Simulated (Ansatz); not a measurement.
# [Cl···H···Cl], doublet in cc-pVDZ: errors against UCCSDT(Q)

Geometry: a point of a hydrogen-transfer path between rigid fragments, not a stationary point.

| atom | x (Å) | y (Å) | z (Å) |
| --- | --- | --- | --- |
| Cl | 0.0000 | 0.0000 | -1.5490 |
| H | 0.0000 | 0.0000 | 0.0710 |
| Cl | 0.0000 | 0.0000 | 1.4780 |

Basis cc-pVDZ; Ansatz 0.2.0. Correlated methods freeze the noble-gas cores, which leaves 15 electrons in 31 orbitals. Prefix R: restricted or restricted open-shell reference; prefix U: unrestricted. Active spaces: pair = (3e, 3o) about the gap; valence = (15e, 9o) chosen from the atoms' valence shells.

Full CI isn't at hand for all of this; UCCSDT(Q) serves as the reference, and is uncertain by about the last step of the cluster series. The frozen core follows each run's orbitals, which can shift R against U totals by a few meV.

For open shells CISD is restricted-active-space CI with the open shells as a complete middle space.

```
UHF ⟨S²⟩                          : 0.787
T1 diagnostic (RCCSD)             : 0.0224
largest doubles amplitude (RCCSD) : 0.074
T1 diagnostic (UCCSD)             : 0.0125
```

```tsv
level	E − E(UCCSDT(Q)) (kJ/mol)	share of correlation (%)	wall time
RHF	835.7	0.00	–
UHF	812.7	2.75	–
RMP2	100.5	87.97	–
UMP2	103.9	87.56	–
CISD	89.0	89.35	2.5 s
RCCSD	17.8	97.87	–
UCCSD	17.1	97.95	–
RCCSD(T)	3.0	99.64	3.1 s
UCCSD(T)	3.1	99.63	4.2 s
BCCD(T)	3.0	99.64	3.3 s
RCCSDT	1.5	99.82	–
UCCSDT	1.4	99.83	–
RCCSDT(Q)	0.0	100.00	19 s
CASSCF (pair space)	774.8	7.28	–
NEVPT2 (pair space)	92.9	88.88	1.8 s
MRCISD (pair space)	75.0	91.03	–
MRCISD+Q (pair space)	5.5	99.34	2 s
CASSCF (valence space)	764.0	8.57	–
NEVPT2 (valence space)	165.9	80.15	1.3 s
MRCISD (valence space)	72.2	91.36	–
MRCISD+Q (valence space)	4.9	99.41	2.7 s
```

The correlation energy at UCCSDT(Q), counted from RHF, is -8.661 eV. That run took 18 s on 1 thread of Arm Neoverse V2, shared host.

Times hold each run's SCF and search for its determinant on a shared host, so for small cases they say little of a method's own cost; they ran on 1 thread of Arm Neoverse V2.

Natural occupations of CASSCF (valence space) about the gap: 2.000 1.999 1.998 1.963 1.002 0.039; effectively unpaired electrons, Σ n²(2−n)², 1.01.
